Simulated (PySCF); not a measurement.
Worked example: entropy of an ideal gas

ethanethiol (C2H6S), SMILES C(C)S.

Geometry optimised at PBE-D3(BJ)/def2-TZVP. Other conformers were not sampled.

PBE-D3(BJ)/def2-TZVP in PySCF gives the harmonic wavenumbers 205, 251, 319, 642, 716, 847, 962, 1036, 1085, 1236, 1255, 1357, 1423, 1436, 1445, 2605, 2965, 2988, 3025, 3035, 3058 cm⁻¹ and the rotational temperatures 1.3821, 0.2510, 0.2304 K. The molar mass is 62.13 g/mol, the symmetry number 1, the spin multiplicity 1.

**Question.** Work out the entropy at 298.15 K and 1 atm in the rigid-rotor, harmonic-oscillator model.

**Answer.** 
Translation (Sackur–Tetrode at 1 atm): S = R[1.5 ln M + 2.5 ln T − 1.16487] = 160.2 J/(mol K).
Rotation: q = (√π/σ) T^1.5/√(θA θB θC) = 32300, S = R[ln q + 3/2] = 98.8 J/(mol K).
Vibration: with u = 1.4388 ν/T, each mode gives R[u/(e^u − 1) − ln(1 − e^−u)]:
```
ν (cm⁻¹)  modes     u  S (J/(mol K))
--------  -----  ----  -------------
205           1  0.99           8.74
251           1  1.21           7.21
319           1  1.54           5.50
642           1  3.10           1.60
716           1  3.46           1.20
847           1  4.09           0.72
962           1  4.64           0.46
1036          1  5.00           0.34
1085          1  5.24           0.28
1236          1  5.96           0.15
1255          1  6.06           0.14
1357          1  6.55           0.09
1423          1  6.87           0.07
1436          1  6.93           0.06
1445          1  6.97           0.06
```
The stiffer modes add less than 0.005 each. Sum 26.6 J/(mol K).
Spin: R ln 1 = 0.0 J/(mol K).
Total 285.7 J/(mol K); the program's own thermochemistry gives 285.6. Translation makes up 56 % and vibration 9 %. Anharmonicity, hindered rotation and orbital degeneracy are left out.
